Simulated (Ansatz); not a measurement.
A nudged elastic band was laid between two geometries of CH5OSi (8 atoms, charge 0, multiplicity 2).

These are results of UKS PBE-D4/def2-SVP (Ansatz), not measurements.

| Quantity | Value |
| --- | --- |
| movable images | 7 |
| climbing image | yes |
| spring | 5.0 eV/Å² |
| optimiser | quadratic models (default) |
| start path | IDPP |
| force threshold | 0.05 eV/Å |
| iteration limit | 60 |
| end points | relaxed |

Image 0:

```xyz
8
Properties=species:S:1:pos:R:3
C -0.692 0.909 -0.103
Si 0.680 -0.333 -0.461
O 0.193 -1.784 0.266
H -1.648 0.599 -0.569
H -0.418 1.909 -0.496
H -0.851 0.993 0.993
H 1.994 0.160 0.133
H 0.835 -2.511 0.180
```

Image 8:

```xyz
8
Properties=species:S:1:pos:R:3
C -0.667 0.901 0.236
Si 0.870 -0.149 -0.060
O 0.388 -1.395 -1.102
H -1.483 0.270 0.649
H -1.028 1.363 -0.704
H -0.446 1.710 0.962
H 1.373 -0.713 1.263
H 1.085 -2.045 -1.299
```

Q: Which bonds break or form, and what moves?

A: No bond is made or broken. The dihedral H5–C1–Si2–O3 goes from 177 to -63°. The two ends are copies of one structure, up to a mirror image or an exchange of like atoms.

Q: What energy profile does the band end with?

A: It converged. The highest image is number 4 of 0 to 8, 3.9 kJ/mol above the ends, which have the same energy within 2 meV. A vibrational analysis at the climbing image gives one clearly imaginary mode, 132i cm⁻¹: a first-order saddle point.

```tsv
image	path coordinate (Å)	energy (kJ/mol)	dihedral H5–C1–Si2–O3 (°)
0	0.00	0.0	177
1	0.37	0.5	-168
2	0.75	1.9	-153
3	1.12	3.3	-138
4	1.49	3.9	-123
5	1.87	3.4	-108
6	2.24	2.0	-93
7	2.61	0.6	-78
8	2.98	0.0	-63
```

Q: What is the geometry of the highest image?

A: 
```xyz
8
Properties=species:S:1:pos:R:3
C -0.661 0.938 0.106
Si 0.833 -0.161 -0.273
O 0.195 -1.698 -0.594
H -1.582 0.334 -0.026
H -0.724 1.816 -0.567
H -0.618 1.307 1.151
H 1.779 -0.216 0.920
H 0.869 -2.377 -0.773
```

Q: What are the harmonic wavenumbers there?

A: 132i, 246, 288, 577, 665, 688, 751, 808, 822, 869, 1195, 1372, 1383, 2037, 2976, 3080, 3085, 3755 cm⁻¹.

Run time: 71 s on 1 thread of Arm Neoverse V2 (shared host), peak memory 0.13 GiB.
